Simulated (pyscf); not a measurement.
HO–CH•–CH₂–OH → •H₂C–CH=O + water (H₂O) (elimination; doublet surface; C–O, H–O broken, H–O formed). Single points on ωB97X-D3(BJ)/def2-SVP structures (PySCF, gas phase). Energies in kJ/mol from the reactant's lowest minimum found.

```json
[
 {"level": "PBE/def2-TZVP", "barrier": "…", "reaction energy": "…"},
 {"level": "r²SCAN/def2-TZVP", "barrier": "100.1", "reaction energy": "+10.6"},
 {"level": "B3LYP-D3(BJ)/def2-TZVP", "barrier": "…", "reaction energy": "+1.0"},
 {"level": "PBE0-D3(BJ)/def2-TZVP", "barrier": "119.3", "reaction energy": "+22.1"},
 {"level": "M06-2X/def2-TZVP", "barrier": "131.9", "reaction energy": "+20.4"},
 {"level": "HF/def2-TZVP", "barrier": "220.1", "reaction energy": "-34.9"}
]
```

Problem. What belongs in the gaps?

Solution. 
- PBE/def2-TZVP, barrier: 80.6
- PBE/def2-TZVP, reaction energy: +10.9
- B3LYP-D3(BJ)/def2-TZVP, barrier: 105.7

The functionals in the table span 51.2 kJ/mol in this barrier, from PBE to M06-2X. On the product side the descent ends in a complex, 29.0 kJ/mol under the separated species and 143.6 kJ/mol under the saddle at ωB97X-D3(BJ)/def2-TZVP. At ωB97X-D3(BJ) the barrier from the zero used here is 129.1 kJ/mol. •H₂C–CH=O lies 28.1 kJ/mol over its isomer H₃C–C•=O, and others may lie lower still (electronic energy, ωB97M-D3(BJ)). This is the saddle that the search found; another between the same sides may lie lower.
